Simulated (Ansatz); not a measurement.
# A ladder of methods for C2H2P− (SMILES C#C[PH-])

The species is C2H2P− (5 atoms), meant as a singlet with charge -1. As SMILES, `C#C[PH-]`. Geometry: relaxed at GFN2-xTB.

```xyz
5

C    -1.1107   -0.6085   -0.0011
C     0.0255   -0.1991    0.0753
P     1.6912    0.2305    0.2714
H    -2.1126   -0.9174   -0.1007
H     1.5066    1.4946   -0.2449
```

Each level gives the energy change with the P3–H5 bond stretched from 1.378 to 2.067 Å (eV). The values are calculated.

```
                      level                    kind  program  value (eV)  less FCI/STO-3G
     HF/STO-3G (restricted)            Hartree–Fock   Ansatz        2.82            +0.82
 revPBE/STO-3G (restricted)                     GGA   Ansatz        1.81            -0.19
 r2SCAN/STO-3G (restricted)                meta-GGA   Ansatz        2.04            +0.04
r2SCAN0/STO-3G (restricted)         hybrid meta-GGA   Ansatz        2.31            +0.31
  wB97X/STO-3G (restricted)  range-separated hybrid   Ansatz        2.38            +0.38
 B2PLYP/STO-3G (restricted)           double hybrid   Ansatz        2.18            +0.18
    MP2/STO-3G (restricted)     perturbation theory   Ansatz        2.36            +0.36
 CCSDTQ/STO-3G (restricted)   coupled cluster or CI   Ansatz        2.00             0.00
                 FCI/STO-3G      exact in the basis   Ansatz        2.00             0.00
```

FCI/STO-3G is exact within its basis and frozen core, so for wave-function methods in that basis the difference is their error; functionals converge differently with the basis, so for them it is only a difference. Spin-restricted single references rise too steeply as a bond breaks, Hartree–Fock most of all. Sets without diffuse functions describe the anion poorly. The first shape isn't each level's own minimum. The values span 1.81 to 2.82 eV. All rows use very small basis sets, so even the best lies far from the true value.
